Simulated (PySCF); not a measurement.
# CH3BrF−, a complex of two parts: interaction energy, part 3 of 3

PySCF 2.14.0. Atoms count from 0, parts from 1. Earlier steps stand in the parts before.

### Step 8. Coupled-cluster interaction energy: CCSD(T) and MP2, 3.07 Å

Job settings and geometry (Å):

```
{"job": {"kind": "intercc", "basis": "aug-cc-pVDZ", "basis_mid": "aug-cc-pVTZ", "basis_large": "aug-cc-pVQZ"}, "charge": -1, "multiplicity": 1, "parts": [{"atoms": "0-4", "charge": 0, "multiplicity": 1}, {"atoms": "5-5", "charge": -1, "multiplicity": 1}]}
C      0.083169    -0.167805    -0.067522
F      1.034793     0.860490     0.033777
H      0.402017    -1.011700     0.541210
H     -0.879012     0.197489     0.286783
H     -0.001562    -0.476500    -1.107765
Br    -2.007312    -2.413376    -0.256423
```

With the program's defaults for keys left out, this is: CCSD(T)/aug-cc-pVDZ and MP2/aug-cc-pVTZ, aug-cc-pVQZ counterpoise interaction energy, frozen core, gas phase.

What it wrote:

```text
part 1, own basis, geometry of the cluster: E = -139.0962769379 (as before)

part 2, own basis, geometry of the cluster: E = -2572.5340453779 (as before)

part 1, own basis, relaxed alone: E = -139.0974018533 (as before)

part 2, own basis, relaxed alone: E = -2572.5340453779 (as before)

cluster
final grid: 6480 points
cycle   1  E = -2711.6356376242  dE = -7.157e-03  |g| = 3.481e-02  |ddm| = 4.472e-01
cycle   2  E = -2711.6362147864  dE = -5.772e-04  |g| = 1.719e-02  |ddm| = 8.937e-02
cycle   3  E = -2711.6363001805  dE = -8.539e-05  |g| = 6.777e-03  |ddm| = 2.721e-02
cycle   4  E = -2711.6363259692  dE = -2.579e-05  |g| = 1.192e-03  |ddm| = 2.085e-02
cycle   5  E = -2711.6363268108  dE = -8.416e-07  |g| = 4.705e-04  |ddm| = 3.729e-03
cycle   6  E = -2711.6363268936  dE = -8.279e-08  |g| = 1.033e-04  |ddm| = 1.323e-03
cycle   7  E = -2711.6363269005  dE = -6.912e-09  |g| = 2.329e-05  |ddm| = 4.831e-04
cycle   8  E = -2711.6363269008  dE = -3.433e-10  |g| = 5.194e-06  |ddm| = 9.340e-05
converged SCF energy = -2711.6363269008

part 1 in the basis of the cluster
final grid: 6480 points
cycle   1  E = -139.0963072107  dE = -3.080e-05  |g| = 9.729e-04  |ddm| = 3.105e-01
cycle   2  E = -139.0963075939  dE = -3.832e-07  |g| = 1.278e-04  |ddm| = 3.354e-02
cycle   3  E = -139.0963076021  dE = -8.204e-09  |g| = 9.506e-06  |ddm| = 4.610e-03
cycle   4  E = -139.0963076021  dE = -4.511e-11  |g| = 2.861e-06  |ddm| = 1.846e-04
converged SCF energy = -139.0963076021

part 2 in the basis of the cluster
final grid: 6480 points
cycle   1  E = -2572.5337769170  dE = -2.337e-05  |g| = 1.092e-03  |ddm| = 1.122e-01
cycle   2  E = -2572.5337775538  dE = -6.368e-07  |g| = 2.861e-04  |ddm| = 1.115e-02
cycle   3  E = -2572.5337776191  dE = -6.530e-08  |g| = 1.525e-04  |ddm| = 2.144e-03
cycle   4  E = -2572.5337776269  dE = -7.741e-09  |g| = 2.594e-05  |ddm| = 5.677e-04
cycle   5  E = -2572.5337776278  dE = -9.345e-10  |g| = 4.611e-06  |ddm| = 2.960e-04
converged SCF energy = -2572.5337776278

Interaction energy (kcal/mol)
  counterpoise       -7.373
  uncorrected        -8.829
  dispersion part     0.000
  deformation         0.106
  binding            -7.267

Decomposition of the uncorrected value (kcal/mol)
  electrostatic     -15.744
  Pauli              16.717
  orbital            -4.924
  dispersion          0.000
  correlation        -4.878

Charge of each part in the cluster: -0.001 -0.999
part 1, own basis, geometry of the cluster: E = -139.1056980397 (as before)

part 2, own basis, geometry of the cluster: E = -2572.5363904065 (as before)

part 1, own basis, relaxed alone: E = -139.1068558937 (as before)

part 2, own basis, relaxed alone: E = -2572.5363904065 (as before)

cluster
final grid: 6480 points
cycle   1  E = -2711.6473677986  dE = -7.228e-03  |g| = 3.531e-02  |ddm| = 4.491e-01
cycle   2  E = -2711.6479486760  dE = -5.809e-04  |g| = 1.753e-02  |ddm| = 8.189e-02
cycle   3  E = -2711.6480346236  dE = -8.595e-05  |g| = 6.851e-03  |ddm| = 2.539e-02
cycle   4  E = -2711.6480606446  dE = -2.602e-05  |g| = 1.209e-03  |ddm| = 1.900e-02
cycle   5  E = -2711.6480615524  dE = -9.078e-07  |g| = 4.821e-04  |ddm| = 4.287e-03
cycle   6  E = -2711.6480616275  dE = -7.504e-08  |g| = 1.245e-04  |ddm| = 1.319e-03
cycle   7  E = -2711.6480616358  dE = -8.324e-09  |g| = 2.980e-05  |ddm| = 4.880e-04
cycle   8  E = -2711.6480616363  dE = -5.161e-10  |g| = 6.318e-06  |ddm| = 1.278e-04
converged SCF energy = -2711.6480616363

part 1 in the basis of the cluster
final grid: 6480 points
cycle   1  E = -139.1057208849  dE = -2.302e-05  |g| = 7.978e-04  |ddm| = 3.232e-01
cycle   2  E = -139.1057211088  dE = -2.239e-07  |g| = 9.109e-05  |ddm| = 3.336e-02
cycle   3  E = -139.1057211126  dE = -3.870e-09  |g| = 9.031e-06  |ddm| = 4.290e-03
cycle   4  E = -139.1057211127  dE = -2.348e-11  |g| = 4.860e-06  |ddm| = 1.362e-04
converged SCF energy = -139.1057211127

part 2 in the basis of the cluster
final grid: 6480 points
cycle   1  E = -2572.5361139143  dE = -6.649e-06  |g| = 9.514e-04  |ddm| = 7.108e-02
cycle   2  E = -2572.5361143716  dE = -4.574e-07  |g| = 4.146e-04  |ddm| = 7.279e-03
cycle   3  E = -2572.5361144260  dE = -5.433e-08  |g| = 1.400e-04  |ddm| = 1.632e-03
cycle   4  E = -2572.5361144394  dE = -1.341e-08  |g| = 2.373e-05  |ddm| = 8.034e-04
cycle   5  E = -2572.5361144400  dE = -5.984e-10  |g| = 4.860e-06  |ddm| = 2.393e-04
converged SCF energy = -2572.5361144400

Interaction energy (kcal/mol)
  counterpoise       -7.757
  uncorrected        -8.885
  dispersion part     0.000
  deformation         0.162
  binding            -7.595

Decomposition of the uncorrected value (kcal/mol)
  electrostatic     -15.677
  Pauli              16.722
  orbital            -4.971
  dispersion          0.000
  correlation        -4.959

Charge of each part in the cluster: -0.001 -0.999
part 1 in the basis of the cluster: E(HF) = -139.057166678  E2 = -0.360274256  E(CCSD corr) = -0.380660890  (T) = -0.009376257
part 2 in the basis of the cluster: E(HF) = -2572.462695865  E2 = -0.149209763  E(CCSD corr) = -0.158251816  (T) = -0.003952635
cluster: E(HF) = -2711.526192846  E2 = -0.513264572  E(CCSD corr) = -0.541852217  (T) = -0.013777572

Counterpoise interaction energy (kcal/mol)
  hf_small                  -3.972
  mp2_small                 -6.345
  ccsd_small                -5.817
  ccsdt_small               -6.098
  hf_large                  -3.907
  mp2_large                 -7.757
  hf_middle                 -3.917
  mp2_middle                -7.373
  scs_mp2_large             -6.776
  mp2_limit                 -8.045
  ccsdt_less_mp2             0.246
  ccsdt_limit_estimate      -7.798
  bsse_mp2_large             1.128
```

Run time: 3.8 min. Hardware: 1 thread of Arm Neoverse V1, shared host; peak memory 1.5 GiB.

Contacts at this geometry (a selection, picked against the atoms' radii; other short pairs can be missing):

```csv
atoms,distance (Å),kind (by distance and angle),angle (°)
C0···Br5,3.07,inside the van der Waals sum,–
```

Differences are taken before rounding.

```csv
method,interaction energy (kcal/mol),"from CCSD(T), limit estimate (kcal/mol)"
HF/aug-cc-pVDZ,-3.97,+3.83
MP2/aug-cc-pVDZ,-6.34,+1.45
CCSD/aug-cc-pVDZ,-5.82,+1.98
CCSD(T)/aug-cc-pVDZ,-6.10,+1.70
HF/aug-cc-pVQZ,-3.91,+3.89
MP2/aug-cc-pVQZ,-7.76,+0.04
SCS-MP2/aug-cc-pVQZ,-6.78,+1.02
"MP2, extrapolated",-8.04,-0.25
"CCSD(T), limit estimate",-7.80,0
```

These energies keep the parts at their geometry in the cluster; deforming them to it costs 0.16 kcal/mol (MP2).

### Step 9. Coupled-cluster interaction energy: CCSD(T) and MP2, 5.12 Å

The job, as its differences from that of step 8:

```diff
@@ -6,2 +6,2 @@
 H     -0.001562    -0.476500    -1.107765
-Br    -2.007312    -2.413376    -0.256423
+Br    -3.400966    -3.910424    -0.382357
```

Method: CCSD(T)/aug-cc-pVDZ and MP2/aug-cc-pVTZ, aug-cc-pVQZ counterpoise interaction energy, frozen core, gas phase.

What it wrote:

```text
part 1, own basis, geometry of the cluster: E = -139.0962769379 (as before)

part 2, own basis, geometry of the cluster: E = -2572.5340453779 (as before)

part 1, own basis, relaxed alone: E = -139.0974018533 (as before)

part 2, own basis, relaxed alone: E = -2572.5340453779 (as before)

cluster
final grid: 6480 points
cycle   1  E = -2711.6374497846  dE = -7.673e-04  |g| = 1.318e-02  |ddm| = 1.025e-01
cycle   2  E = -2711.6375017196  dE = -5.193e-05  |g| = 7.044e-03  |ddm| = 3.493e-02
cycle   3  E = -2711.6375113808  dE = -9.661e-06  |g| = 2.243e-03  |ddm| = 9.829e-03
cycle   4  E = -2711.6375139832  dE = -2.602e-06  |g| = 4.400e-04  |ddm| = 8.842e-03
cycle   5  E = -2711.6375141258  dE = -1.426e-07  |g| = 1.096e-04  |ddm| = 1.734e-03
cycle   6  E = -2711.6375141323  dE = -6.495e-09  |g| = 2.538e-05  |ddm| = 3.179e-04
cycle   7  E = -2711.6375141326  dE = -3.538e-10  |g| = 4.619e-06  |ddm| = 1.018e-04
converged SCF energy = -2711.6375141326

part 1 in the basis of the cluster
final grid: 6480 points
cycle   1  E = -139.0962792810  dE = -2.186e-06  |g| = 2.188e-04  |ddm| = 3.961e-02
cycle   2  E = -139.0962793043  dE = -2.327e-08  |g| = 2.632e-05  |ddm| = 3.711e-03
cycle   3  E = -139.0962793047  dE = -3.893e-10  |g| = 1.232e-06  |ddm| = 4.358e-04
converged SCF energy = -139.0962793047

part 2 in the basis of the cluster
final grid: 6480 points
cycle   1  E = -2572.5339083981  dE = -5.761e-06  |g| = 5.714e-04  |ddm| = 4.392e-02
cycle   2  E = -2572.5339086518  dE = -2.537e-07  |g| = 1.919e-04  |ddm| = 5.266e-03
cycle   3  E = -2572.5339086824  dE = -3.066e-08  |g| = 9.125e-05  |ddm| = 1.041e-03
cycle   4  E = -2572.5339086878  dE = -5.345e-09  |g| = 1.439e-05  |ddm| = 4.504e-04
cycle   5  E = -2572.5339086881  dE = -3.488e-10  |g| = 3.944e-06  |ddm| = 1.355e-04
converged SCF energy = -2572.5339086881

Interaction energy (kcal/mol)
  counterpoise       -4.468
  uncorrected        -4.630
  dispersion part     0.000
  deformation         0.106
  binding            -4.362

Decomposition of the uncorrected value (kcal/mol)
  electrostatic      -4.172
  Pauli               0.091
  orbital            -0.522
  dispersion          0.000
  correlation        -0.027

Charge of each part in the cluster: -0.001 -0.999
part 1, own basis, geometry of the cluster: E = -139.1056980397 (as before)

part 2, own basis, geometry of the cluster: E = -2572.5363904065 (as before)

part 1, own basis, relaxed alone: E = -139.1068558937 (as before)

part 2, own basis, relaxed alone: E = -2572.5363904065 (as before)

cluster
final grid: 6480 points
cycle   1  E = -2711.6492090647  dE = -7.645e-04  |g| = 1.328e-02  |ddm| = 1.060e-01
cycle   2  E = -2711.6492615502  dE = -5.249e-05  |g| = 7.100e-03  |ddm| = 3.145e-02
cycle   3  E = -2711.6492713122  dE = -9.762e-06  |g| = 2.279e-03  |ddm| = 9.336e-03
cycle   4  E = -2711.6492739640  dE = -2.652e-06  |g| = 4.574e-04  |ddm| = 8.651e-03
cycle   5  E = -2711.6492741166  dE = -1.526e-07  |g| = 1.204e-04  |ddm| = 2.115e-03
cycle   6  E = -2711.6492741244  dE = -7.769e-09  |g| = 2.852e-05  |ddm| = 3.977e-04
cycle   7  E = -2711.6492741248  dE = -4.525e-10  |g| = 5.508e-06  |ddm| = 1.227e-04
converged SCF energy = -2711.6492741248

part 1 in the basis of the cluster
final grid: 6480 points
cycle   1  E = -139.1056999950  dE = -1.794e-06  |g| = 1.987e-04  |ddm| = 7.189e-02
cycle   2  E = -139.1057000164  dE = -2.138e-08  |g| = 2.445e-05  |ddm| = 5.783e-03
cycle   3  E = -139.1057000168  dE = -3.836e-10  |g| = 1.272e-06  |ddm| = 5.862e-04
converged SCF energy = -139.1057000168

part 2 in the basis of the cluster
final grid: 6480 points
cycle   1  E = -2572.5362536611  dE = -2.303e-06  |g| = 5.403e-04  |ddm| = 2.070e-02
cycle   2  E = -2572.5362538755  dE = -2.143e-07  |g| = 2.300e-04  |ddm| = 2.927e-03
cycle   3  E = -2572.5362539028  dE = -2.733e-08  |g| = 9.370e-05  |ddm| = 1.046e-03
cycle   4  E = -2572.5362539100  dE = -7.228e-09  |g| = 1.501e-05  |ddm| = 6.700e-04
cycle   5  E = -2572.5362539103  dE = -3.124e-10  |g| = 4.439e-06  |ddm| = 1.809e-04
converged SCF energy = -2572.5362539103

Interaction energy (kcal/mol)
  counterpoise       -4.500
  uncorrected        -4.628
  dispersion part     0.000
  deformation         0.162
  binding            -4.337

Decomposition of the uncorrected value (kcal/mol)
  electrostatic      -4.165
  Pauli               0.089
  orbital            -0.521
  dispersion          0.000
  correlation        -0.032

Charge of each part in the cluster: -0.001 -0.999
part 1 in the basis of the cluster: E(HF) = -139.056815507  E2 = -0.360085279  E(CCSD corr) = -0.380491059  (T) = -0.009351367
part 2 in the basis of the cluster: E(HF) = -2572.462518020  E2 = -0.147008364  E(CCSD corr) = -0.155979063  (T) = -0.003638332
cluster: E(HF) = -2711.526703248  E2 = -0.506780849  E(CCSD corr) = -0.536156473  (T) = -0.012946726

Counterpoise interaction energy (kcal/mol)
  hf_small                  -4.625
  mp2_small                 -4.428
  ccsd_small                -4.428
  ccsdt_small               -4.401
  hf_large                  -4.593
  mp2_large                 -4.500
  hf_middle                 -4.597
  mp2_middle                -4.468
  scs_mp2_large             -4.458
  mp2_limit                 -4.526
  ccsdt_less_mp2             0.028
  ccsdt_limit_estimate      -4.498
  bsse_mp2_large             0.129
```

It took 3.8 min on 1 thread of Arm Neoverse V1, shared host; peak memory 1.5 GiB.

Contacts at this geometry (a selection, picked against the atoms' radii; other short pairs can be missing):

```csv
atoms,distance (Å),kind (by distance and angle),angle (°)
C0···Br5,5.12,beyond van der Waals contact,–
```

Differences are taken before rounding.

```csv
method,interaction energy (kcal/mol),"from CCSD(T), limit estimate (kcal/mol)"
HF/aug-cc-pVDZ,-4.62,-0.13
MP2/aug-cc-pVDZ,-4.43,+0.07
CCSD/aug-cc-pVDZ,-4.43,+0.07
CCSD(T)/aug-cc-pVDZ,-4.40,+0.10
HF/aug-cc-pVQZ,-4.59,-0.10
MP2/aug-cc-pVQZ,-4.50,0.00
SCS-MP2/aug-cc-pVQZ,-4.46,+0.04
"MP2, extrapolated",-4.53,-0.03
"CCSD(T), limit estimate",-4.50,0
```

These energies keep the parts at their geometry in the cluster; deforming them to it costs 0.16 kcal/mol (MP2).

### Step 10. Coupled-cluster interaction energy: CCSD(T) and MP2, 6.83 Å

The job, as its differences from that of step 9:

```diff
@@ -6,2 +6,2 @@
 H     -0.001562    -0.476500    -1.107765
-Br    -3.400966    -3.910424    -0.382357
+Br    -4.562345    -5.157963    -0.487302
```

Level: CCSD(T)/aug-cc-pVDZ and MP2/aug-cc-pVTZ, aug-cc-pVQZ counterpoise interaction energy, frozen core, gas phase.

What it wrote:

```text
part 1, own basis, geometry of the cluster: E = -139.0962769379 (as before)

part 2, own basis, geometry of the cluster: E = -2572.5340453779 (as before)

part 1, own basis, relaxed alone: E = -139.0974018533 (as before)

part 2, own basis, relaxed alone: E = -2572.5340453779 (as before)

cluster
final grid: 6480 points
cycle   1  E = -2711.6345143747  dE = -2.434e-04  |g| = 7.671e-03  |ddm| = 5.380e-02
cycle   2  E = -2711.6345308205  dE = -1.645e-05  |g| = 4.147e-03  |ddm| = 1.857e-02
cycle   3  E = -2711.6345339947  dE = -3.174e-06  |g| = 1.278e-03  |ddm| = 5.128e-03
cycle   4  E = -2711.6345348005  dE = -8.058e-07  |g| = 2.543e-04  |ddm| = 4.203e-03
cycle   5  E = -2711.6345348438  dE = -4.334e-08  |g| = 6.770e-05  |ddm| = 8.080e-04
cycle   6  E = -2711.6345348460  dE = -2.196e-09  |g| = 1.507e-05  |ddm| = 1.837e-04
cycle   7  E = -2711.6345348462  dE = -1.173e-10  |g| = 2.607e-06  |ddm| = 4.667e-05
converged SCF energy = -2711.6345348462

part 1 in the basis of the cluster
final grid: 6480 points
cycle   1  E = -139.0962774113  dE = -4.442e-07  |g| = 8.212e-05  |ddm| = 1.177e-02
cycle   2  E = -139.0962774157  dE = -4.412e-09  |g| = 9.180e-06  |ddm| = 1.123e-03
cycle   3  E = -139.0962774158  dE = -6.023e-11  |g| = 3.544e-07  |ddm| = 1.295e-04
converged SCF energy = -139.0962774158

part 2 in the basis of the cluster
final grid: 6480 points
cycle   1  E = -2572.5339876423  dE = -1.340e-06  |g| = 2.550e-04  |ddm| = 1.788e-02
cycle   2  E = -2572.5339877002  dE = -5.791e-08  |g| = 8.739e-05  |ddm| = 2.012e-03
cycle   3  E = -2572.5339877067  dE = -6.460e-09  |g| = 4.091e-05  |ddm| = 5.179e-04
cycle   4  E = -2572.5339877077  dE = -1.064e-09  |g| = 5.530e-06  |ddm| = 2.511e-04
cycle   5  E = -2572.5339877078  dE = -4.547e-11  |g| = 1.524e-06  |ddm| = 4.897e-05
converged SCF energy = -2572.5339877078

Interaction energy (kcal/mol)
  counterpoise       -2.494
  uncorrected        -2.519
  dispersion part     0.000
  deformation         0.106
  binding            -2.388

Decomposition of the uncorrected value (kcal/mol)
  electrostatic      -2.516
  Pauli               0.001
  orbital            -0.166
  dispersion          0.000
  correlation         0.162

Charge of each part in the cluster: -0.000 -1.000
part 1, own basis, geometry of the cluster: E = -139.1056980397 (as before)

part 2, own basis, geometry of the cluster: E = -2572.5363904065 (as before)

part 1, own basis, relaxed alone: E = -139.1068558937 (as before)

part 2, own basis, relaxed alone: E = -2572.5363904065 (as before)

cluster
final grid: 6480 points
cycle   1  E = -2711.6462751160  dE = -2.429e-04  |g| = 7.721e-03  |ddm| = 4.422e-02
cycle   2  E = -2711.6462917779  dE = -1.666e-05  |g| = 4.181e-03  |ddm| = 1.694e-02
cycle   3  E = -2711.6462949869  dE = -3.209e-06  |g| = 1.298e-03  |ddm| = 5.064e-03
cycle   4  E = -2711.6462958101  dE = -8.232e-07  |g| = 2.633e-04  |ddm| = 4.439e-03
cycle   5  E = -2711.6462958560  dE = -4.592e-08  |g| = 7.337e-05  |ddm| = 1.007e-03
cycle   6  E = -2711.6462958586  dE = -2.576e-09  |g| = 1.690e-05  |ddm| = 2.171e-04
cycle   7  E = -2711.6462958587  dE = -1.583e-10  |g| = 2.994e-06  |ddm| = 6.262e-05
converged SCF energy = -2711.6462958587

part 1 in the basis of the cluster
final grid: 6480 points
cycle   1  E = -139.1056982087  dE = -1.406e-07  |g| = 4.156e-05  |ddm| = 1.363e-02
cycle   2  E = -139.1056982095  dE = -8.125e-10  |g| = 3.630e-06  |ddm| = 8.882e-04
converged SCF energy = -139.1056982095

part 2 in the basis of the cluster
final grid: 6480 points
cycle   1  E = -2572.5363331593  dE = -5.557e-07  |g| = 2.413e-04  |ddm| = 1.494e-02
cycle   2  E = -2572.5363332087  dE = -4.942e-08  |g| = 1.011e-04  |ddm| = 2.074e-03
cycle   3  E = -2572.5363332149  dE = -6.210e-09  |g| = 4.362e-05  |ddm| = 6.144e-04
cycle   4  E = -2572.5363332164  dE = -1.509e-09  |g| = 6.261e-06  |ddm| = 4.011e-04
cycle   5  E = -2572.5363332165  dE = -5.275e-11  |g| = 1.820e-06  |ddm| = 8.431e-05
converged SCF energy = -2572.5363332165

Interaction energy (kcal/mol)
  counterpoise       -2.508
  uncorrected        -2.535
  dispersion part     0.000
  deformation         0.162
  binding            -2.346

Decomposition of the uncorrected value (kcal/mol)
  electrostatic      -2.513
  Pauli               0.002
  orbital            -0.165
  dispersion          0.000
  correlation         0.141

Charge of each part in the cluster: -0.000 -1.000
part 1 in the basis of the cluster: E(HF) = -139.056805223  E2 = -0.360070566  E(CCSD corr) = -0.380477355  (T) = -0.009349125
part 2 in the basis of the cluster: E(HF) = -2572.462495637  E2 = -0.146842324  E(CCSD corr) = -0.155823291  (T) = -0.003614619
cluster: E(HF) = -2711.523593575  E2 = -0.506578085  E(CCSD corr) = -0.535976606  (T) = -0.012915595

Counterpoise interaction energy (kcal/mol)
  hf_small                  -2.694
  mp2_small                 -2.484
  ccsd_small                -2.490
  ccsdt_small               -2.460
  hf_large                  -2.676
  mp2_large                 -2.508
  hf_middle                 -2.679
  mp2_middle                -2.494
  scs_mp2_large             -2.508
  mp2_limit                 -2.521
  ccsdt_less_mp2             0.024
  ccsdt_limit_estimate      -2.497
  bsse_mp2_large             0.027
```

Run time: 3.8 min. Hardware: 1 thread of Arm Neoverse V1, shared host; peak memory 1.5 GiB.

Contacts at this geometry (a selection, picked against the atoms' radii; other short pairs can be missing):

```csv
atoms,distance (Å),kind (by distance and angle),angle (°)
C0···Br5,6.83,beyond van der Waals contact,–
```

Differences are taken before rounding.

```csv
method,interaction energy (kcal/mol),"from CCSD(T), limit estimate (kcal/mol)"
HF/aug-cc-pVDZ,-2.69,-0.20
MP2/aug-cc-pVDZ,-2.48,+0.01
CCSD/aug-cc-pVDZ,-2.49,+0.01
CCSD(T)/aug-cc-pVDZ,-2.46,+0.04
HF/aug-cc-pVQZ,-2.68,-0.18
MP2/aug-cc-pVQZ,-2.51,-0.01
SCS-MP2/aug-cc-pVQZ,-2.51,-0.01
"MP2, extrapolated",-2.52,-0.02
"CCSD(T), limit estimate",-2.50,0
```

These energies keep the parts at their geometry in the cluster; deforming them to it costs 0.16 kcal/mol (MP2).

### Step 11. The curve

Counterpoise interaction energies (kcal/mol):

```csv
C0···Br5 (Å),HF,MP2 limit,CCSD(T) estimate,time
3.07,-3.91,-8.04,-7.80,3.8 min
3.24,-5.85,-8.87,-8.72,3.8 min
3.42,-6.77,-8.97,-8.88,3.9 min
3.59,-7.10,-8.69,-8.64,3.8 min
3.76,-7.09,-8.22,-8.19,3.8 min
4.27,-6.24,-6.59,-6.57,3.8 min
5.12,-4.59,-4.53,-4.50,3.8 min
6.83,-2.68,-2.52,-2.50,3.8 min
```

### Step 12. Results

This closing draws on all 3 parts.

| quantity | value |
| --- | --- |
| point group | C3v |
| rotational constants (main isotopes) | 158.20, 1.17, 1.17 GHz |
| CCSD(T) estimate at 3.07 Å | -7.80 kcal/mol |
| CCSD(T) estimate at 3.24 Å | -8.72 kcal/mol |
| CCSD(T) estimate at 3.42 Å | -8.88 kcal/mol |
| CCSD(T) estimate at 3.59 Å | -8.64 kcal/mol |
| CCSD(T) estimate at 3.76 Å | -8.19 kcal/mol |
| CCSD(T) estimate at 4.27 Å | -6.57 kcal/mol |
| CCSD(T) estimate at 5.12 Å | -4.50 kcal/mol |
| CCSD(T) estimate at 6.83 Å | -2.50 kcal/mol |

**Reading.** The start of the PBE0/def2-TZVPD relaxation was shaken at random by about 0.01 Å, so part of the energy gained, and of the first lengths quoted, undoes that. Relaxing lowered the energy by 0.056 eV in 3 steps; the close pair that moved most is C0–F1, from 1.379 to 1.405 Å. No frequency check was run at this level, so the end point may be a saddle. Along the rigid scan the CCSD(T) estimate is lowest at 3.42 Å (-8.88 kcal/mol), where MP2 at the limit misses it by -0.09 and Hartree-Fock by +2.11.
